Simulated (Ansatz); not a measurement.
A structure drawn as `CC(N)(F)S`, with this starting geometry:

Cartesian coordinates in Å:
```
C 0.635 -0.817 -0.599
C -0.170 0.258 0.080
N -0.639 -0.214 1.325
F -1.306 0.593 -0.572
S 0.819 1.764 0.314
H -0.036 -1.698 -0.826
H 1.494 -1.126 -0.090
H 0.877 -0.449 -1.625
H -1.120 0.540 1.811
H -1.403 -0.900 1.172
H 0.850 2.049 -0.989
```

The species carries charge 0 and has multiplicity 1.

Relax it with Ansatz at PBE-D4/def2-SVP and then PBE0-D4/def2-TZVP. Is the drawn bonding still there?

Yes, every drawn bond is still there and no new one forms.

Give the relaxed structure. (Estimate.)

Computed: 
Z-matrix (Å, degrees):
```
C
C 1 1.509
H 1 1.089 2 110.1
H 1 1.094 2 109.5 3 -119.1
H 1 1.089 2 110.1 3 120.5
N 2 1.407 1 111.8 3 179.6
F 2 1.407 1 106.5 3 57.0
S 2 1.825 1 113.4 3 -60.8
H 6 1.011 2 111.9 1 -50.1
H 6 1.011 2 112.0 1 -174.7
H 8 1.342 2 95.0 1 73.8
```
All modes are real.

Atoms count as bonded under 1.1 times the sum of their covalent radii (H–H under 0.85 Å, pairs among N, O and F under 1.55 Å), and a drawn bond as lost past 1.3 times.
